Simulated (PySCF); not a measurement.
## Single point on NH

State: ³Σ⁻ (triplet), unpaired electrons π ↑↑.

An equivalent input (the run itself took its basis sets from the Basis Set Exchange, started from a PBE0 density and held the occupation σ 3α 3β, πx 1α 0β, πy 1α 0β):

```python
from pyscf import gto, dft
mol = gto.M(atom='H 0 0 0; N 0 0 1.047', basis={'H': 'pcseg-1', 'N': 'pcseg-1'},
            charge=0, spin=2, verbose=4, symmetry='C2v')
mf = dft.UKS(mol, xc='HSE06')
mf.grids.atom_grid = (80, 434)
mf.grids.prune = dft.gen_grid.treutler_prune
mf.irrep_nelec = {'A1': (3, 3), 'B1': (1, 0), 'B2': (1, 0)}
mf.conv_tol = 1e-9
mf.max_cycle = 60
mf.diis_space = 10
mf.kernel()
```

The log (some set-up lines and the per-cycle HOMO/LUMO lines removed):

```
******** <class 'pyscf.dft.uks_symm.SymAdaptedUKS'> ********
method = SymAdaptedUKS
damping factor = 0
level_shift factor = 0
DIIS = <class 'pyscf.scf.diis.CDIIS'>
diis_start_cycle = 1
diis_space = 10
diis_damp = 0
SCF conv_tol = 1e-09
SCF conv_tol_grad = None
SCF max_cycles = 60
number electrons alpha = 5  beta = 3
Set gradient conv threshold to 3.16228e-05
init E= -55.1527309175033
cycle= 1 E= -55.1527338018125  delta_E= -2.88e-06  |g|= 0.000811  |ddm|= 0.00237
cycle= 2 E= -55.1527328608352  delta_E= 9.41e-07  |g|= 0.000725  |ddm|= 0.00146
cycle= 3 E= -55.1527340890703  delta_E= -1.23e-06  |g|= 3.43e-05  |ddm|= 0.0007
cycle= 4 E= -55.1527340905471  delta_E= -1.48e-09  |g|= 6.38e-06  |ddm|= 7.53e-05
cycle= 5 E= -55.1527340953807  delta_E= -4.83e-09  |g|= 1.46e-06  |ddm|= 1.83e-05
cycle= 6 E= -55.1527340953837  delta_E= -3e-12  |g|= 1.75e-07  |ddm|= 3.62e-06
Extra cycle  E= -55.1527340953837  delta_E= -4.97e-14  |g|= 5.75e-08  |ddm|= 2.24e-07
converged SCF energy = -55.1527340953837  <S^2> = 2.0053088  2S+1 = 3.0035371
```

Repeating this along the bond gives Re = 1.047 Å and ωe = 3281 cm⁻¹.

A point of this curve took 0.33 CPU seconds beside 0.0052 for the integrals, on Intel Xeon Platinum 8488C (shared host).

The state is the lowest determinant that a PBE0 search found; another state may lie lower at other levels.
